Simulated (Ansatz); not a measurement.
A CCSD(T) single point on `CCC#CF`.

```yaml
crystal:
  periodic: [false, false, false]
  atoms:
    - {symbol: C, position_ang: [-0.578157, -1.004666, 0.672544]}
    - {symbol: C, position_ang: [0.550447, 0.003097, 0.478292]}
    - {symbol: C, position_ang: [0.364691, 0.843436, -0.697691]}
    - {symbol: C, position_ang: [0.187994, 1.518750, -1.667463]}
    - {symbol: F, position_ang: [0.007783, 2.245279, -2.701927]}
    - {symbol: H, position_ang: [-1.536413, -0.496115, 0.791113]}
    - {symbol: H, position_ang: [-0.655556, -1.671258, -0.188041]}
    - {symbol: H, position_ang: [-0.398164, -1.611266, 1.562455]}
    - {symbol: H, position_ang: [0.633445, 0.643566, 1.362261]}
    - {symbol: H, position_ang: [1.507029, -0.522123, 0.391257]}
basis:
  gaussian: {orbitals: def2-TZVPP}
correlation: {method: ccsd_t}
output: {orbitals: {seedname: orbitals}}
```

```sh
$ ansatz run in.yaml --threads 2 --pin off --events-out ev --progress --plain --max-ram 4352MiB
```

The program prints (abridged):

```
Functional definition: HF
1363 factors; integrals over basis functions are off by at most 9.7e-4 eV
mean field evaluation 1: about -6903.5511 eV, gradient 3.5e1 eV
mean field evaluation 2: about -6903.8447 eV, gradient 3.5e1 eV
mean field evaluation 4: about -6906.9324 eV, gradient 5.6e0 eV
mean field evaluation 8: about -6907.0243 eV, gradient 2.9e-1 eV
mean field -6907.02469821 eV, -253.8284759098 hartree, gradient 4.2e-6 eV, S^2 0.000000; 0 other end points of the search recorded, 0 dependent functions left out
5 core orbitals not correlated: weight in the atoms' cores, before any rotation towards them, 1.000 or more for the frozen orbitals, at most 0.000 for the correlated occupied ones
reference -6907.02469821 eV, -253.8284759098 hartree; 14, 14 occupied and 206, 206 virtual orbitals, 1363 factors
second order -24.25598462 eV of doubles, -0.00000000 eV of singles
cycle   1  -24.30427358 eV  change   -4.8e-2 eV  update   1.1e-1
cycle   2  -24.87786600 eV  change   -5.7e-1 eV  update   3.3e-2
cycle   3  -25.01587624 eV  change   -1.4e-1 eV  update   1.6e-2
cycle   4  -25.01365303 eV  change    2.2e-3 eV  update   4.3e-3
cycle   5  -25.01391860 eV  change   -2.7e-4 eV  update   1.7e-3
cycle   6  -25.01506004 eV  change   -1.1e-3 eV  update   4.1e-4
cycle   7  -25.01505454 eV  change    5.5e-6 eV  update   1.4e-4
cycle   8  -25.01504166 eV  change    1.3e-5 eV  update   3.4e-5
perturbative correction -1.03831026 eV, -0.0381571983 hartree
Total energy: -6933.07805013 eV, -254.7859189334 hartree
```

Hardware: 2 threads of an Arm Neoverse V1 on a shared host. Wall time 3.3 min, peak host memory 3.8 GiB.

Correlation energy per correlated electron: -0.930 eV. T1 diagnostic: 0.0114.
